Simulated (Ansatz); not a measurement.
Cost and result for the atomization energy of C4H11P (`CC(C)(C)P`) (16 atoms, 15 bonds).

Z-matrix (Å, degrees):
```
C
C 1 1.523
H 1 1.092 2 111.4
H 1 1.092 2 111.4 3 120.6
H 1 1.096 2 110.3 3 -119.7
C 2 1.527 1 110.0 3 -179.8
C 2 1.527 1 110.0 3 59.1
P 2 1.872 1 112.6 3 -60.3
H 6 1.093 2 111.5 1 59.0
H 6 1.093 2 111.6 1 179.9
H 6 1.095 2 110.0 1 -60.4
H 7 1.093 2 111.5 1 -59.1
H 7 1.093 2 111.6 1 -179.9
H 7 1.095 2 110.0 1 60.3
H 8 1.422 2 97.4 1 -47.2
H 8 1.422 2 97.4 1 47.0
```

The species carries charge 0 and has multiplicity 1. All single points use the PBE0-D4/def2-TZVP geometry. It is one conformer, not always the lowest. Program: Ansatz. All runs use 4 threads of an Intel Xeon Platinum 8488C on a shared host. Times are those of one run each, without the atoms' runs, and a repeat can differ threefold. Electronic energies, without spin–orbit coupling; frozen cores. CCSD(T)/CBS adds CCSD(T) − MP2 in def2-TZVPP to the MP2 limit, and its time is that of the two runs behind it. T1 = 0.010. B3LYP takes the VWN-RPA correlation (the form of Gaussian; ORCA's B3LYP/G). HSE06 is the plane-wave form, built on full-range PBE exchange.

CCSD(T)/CBS is a level of theory with its own doubt, some kJ/mol a heavy atom from the limit and from the frozen cores, so smaller differences don't rank the functionals.

```csv
level,functions,wall time,atomization (kJ/mol),difference from CCSD(T)/CBS,per bond
LDA (SPW92)/def2-TZVPP,320,1.2 s,6737.0,780.6,52.0
HSE06-D4/def2-TZVPP,320,3.2 s,5987.9,31.5,2.1
CAM-B3LYP-D4/def2-TZVPP,320,3.2 s,5989.0,32.6,2.2
r2SCAN-D4/def2-TZVPP (with forces),320,3.8 s,5962.4,6.0,0.4
r2SCANh-D4/def2-TZVPP,320,4.2 s,5943.9,-12.5,-0.8
B3LYP-D4/def2-TZVPP (with forces),320,5 s,5972.1,15.7,1.0
ωB97X-V/def2-TZVPP,320,5.5 s,5982.4,26.0,1.7
CCSD(T)/def2-SVP,129,6 s,5698.7,-257.7,-17.2
PBE-QIDH/def2-TZVPP,320,6 s,5937.5,-18.9,-1.3
B97M-V/def2-TZVPP,320,6.5 s,5982.6,26.2,1.7
MP2/def2-QZVPP,628,28 s,5925.7,-30.7,-2.0
CCSD(T)/def2-TZVPP,320,6.4 min,5826.3,-130.1,-8.7
CCSD(T)/CBS(def2),–,6.9 min,5956.4,0.0,0.0
```

Leaving LDA and LC-ωPBE aside and taking each functional with its dispersion term where it has one, the values, not all of them listed here, spread over 190.5 kJ/mol, from BHLYP-D4 to PBE-D4. LDA lies +731.0 kJ/mol from PBE without D4, its usual overbinding. From PBE to PBE0 (25 % exact exchange), in def2-TZVPP and without D4, the atomization energy moves by −51.7 kJ/mol: exact exchange takes away binding that semilocal exchange gives to molecules. In def2-TZVPP, CCSD(T) changes the Hartree–Fock value by +1363.6 kJ/mol (the triples alone add +69.2 kJ/mol) and MP2 by +1386.8 kJ/mol; breaking electron pairs costs correlation energy, which Hartree–Fock lacks.
